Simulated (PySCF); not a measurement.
## Static response to an electric field

C3H6F2O.
Geometry (GFN2-xTB, Å), atoms numbered from 1 in this order:
```xyz
12
C3H6F2O angstrom
C     -1.8116   -0.1159    0.1096
C     -0.3572   -0.4293   -0.1875
O      0.4489    0.5575    0.4608
C      1.7556    0.4967    0.1662
F      2.3601   -0.5846    0.7412
F      2.3631    1.5746    0.6753
H     -1.9816   -0.1372    1.1816
H     -2.0614    0.8737   -0.2615
H     -2.4487   -0.8529   -0.3702
H     -0.1619   -0.3978   -1.2687
H     -0.0879   -1.4233    0.1902
H      1.9837    0.4379   -0.9191
```

Level: CAM-B3LYP/def2-SVPD (PySCF), static field, nuclei fixed, core orbitals frozen in the response. The polarisability tensor in these axes (au):

```
x   52.46  2.28  0.80
y    2.28 42.87  0.88
z    0.80  0.88 41.37
```

Problem. What are the eigenvalues, a third of the trace, and Δα (Δα² = ½Σ(αi − αj)² over the three pairs)?

Solution. Principal values 40.96, 42.69 and 53.06 au; mean 45.57 au = 6.75 Å³ = 7.51 × 10⁻⁴⁰ C²·m²/J; Δα = 11.33 au (25 % of the mean).

Problem. What is the dipole moment, and where does it point?

Solution. (-2.09, -1.16, -2.22) D, 3.27 D in size, pointing from the negative to the positive side. Measured along this direction, the outermost atoms are F6 at the negative end and H9 at the positive end.

Problem. Give the principal axes and the span of the nuclei along them.

Solution. Largest value along (0.97, 0.22, 0.08), where the nuclei span 5.30 Å; middle along (-0.24, 0.87, 0.44), 2.27 Å; least along (0.03, -0.44, 0.90), 2.04 Å. The response follows the extents in order.

Problem. In TDDFT the mean static polarisability is Σ f/ω² over all singlet excitations (ω in hartree). How much of it do the 8 lowest give? Their energies (eV) and oscillator strengths: 8.54, 0.0225; 9.23, 0.0231; 9.53, 0.0267; 9.70, 0.0403; 9.87, 0.0213; 10.22, 0.0423; 10.32, 0.0255; 10.45, 0.0100.

Solution. They add up to 1.67 au, 3.7 % of the 45.57 au; the largest single term is 0.32 au, from the state at 9.70 eV. Terms in order: 0.23, 0.20, 0.22, 0.32, 0.16, 0.30, 0.18, 0.07 au. Higher excitations give the rest. The strengths listed sum to 0.212.

Problem. Orientational against electronic polarisability at 298 K (dilute gas, rigid molecules)?

Solution. In Gaussian units μ²/3kT = 86.38 Å³ against 6.75 Å³, a ratio of 12.79; the Debye molar polarisation (4π/3)N_A(α + μ²/3kT) is 234.9 cm³/mol, leaving out the vibrational part.

The structure is a single GFN2-xTB conformer in the gas phase; no vibrational or solvent corrections.
